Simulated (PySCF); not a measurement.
Coordinates in bohr (charge 0 multiplicity 3):
```
Si    2.1827    0.0000    0.0000
N    -3.2544    0.0000    0.0000
N    -1.1064    0.0000    0.0000
```

All numbers come from PySCF, UPBE0, basis Si def2-TZVP, N def2-TZVP (no relativity, density fitting).

This geometry of SiN₂ is a stationary point at this level.

What is the point group?

C∞v.

Is it a minimum?

Yes: all harmonic wavenumbers are real.

List the harmonic modes with their infrared intensities.


```json
{"symmetry": "π", "ω (cm⁻¹)": "351", "IR (km/mol, summed over degenerate members)": "0.3"}
{"symmetry": "σ+", "ω (cm⁻¹)": "544", "IR (km/mol, summed over degenerate members)": "17.8"}
{"symmetry": "σ+", "ω (cm⁻¹)": "1867", "IR (km/mol, summed over degenerate members)": "740"}
```

Give the atomic charges and bond orders.


```
atom  Mulliken  Löwdin  polar tensor  spin (Mulliken)  Mayer order to Si1
 Si1      0.07    0.05         -0.06             1.34                   –
  N2     -0.07    0.02         -0.73             0.76                0.36
  N3      0.00   -0.07          0.79            -0.10                1.25
```
Other Mayer orders above 0.3: N–N 2.10.

In C∞v the vibrations span π + 2σ+.

Only a few start shapes were tried, so a lower isomer may exist.
